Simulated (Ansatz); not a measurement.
Grey tin (α-Sn) was calculated with PBEsol-D3(BJ) (Ansatz, an electronic-structure program, PAW).

Run with plane-wave cutoff 520 eV, 10×10×10 k mesh, Fermi–Dirac smearing 0.01 eV, scalar-relativistic PAW data made under PBE.

Cell (relaxed at this level):

```yaml
crystal:
  lattice:
    - [0.00000, 3.23432, 3.23432]
    - [3.23432, 0.00000, 3.23432]
    - [3.23432, 3.23432, 0.00000]
  atoms:
    - { symbol: Sn, position: [0.00000, 0.00000, 0.00000] }
    - { symbol: Sn, position: [0.25000, 0.25000, 0.25000] }
```

Question: What does this level give for the bulk modulus, width of the whole s-p valence band and pressure derivative B′ of the bulk modulus?

Answer: 
- bulk modulus: 45.4 GPa
- width of the whole s-p valence band: 10.78 eV
- pressure derivative B′ of the bulk modulus: 5.3

The run finds no gap.

Measured, for comparison: bulk modulus 42.8 GPa (0 K value with the zero-point phonon effect removed; as tabulated in Mejia-Rodriguez and Trickey (2018), arXiv:1807.09216). Computed (rounded) less measured: bulk modulus +6 %.

Spin–orbit coupling is not included; it can open a gap where bands touch, and shift volumes and moduli.

Computed values are for the static lattice.

The result took very roughly 40 core-seconds.
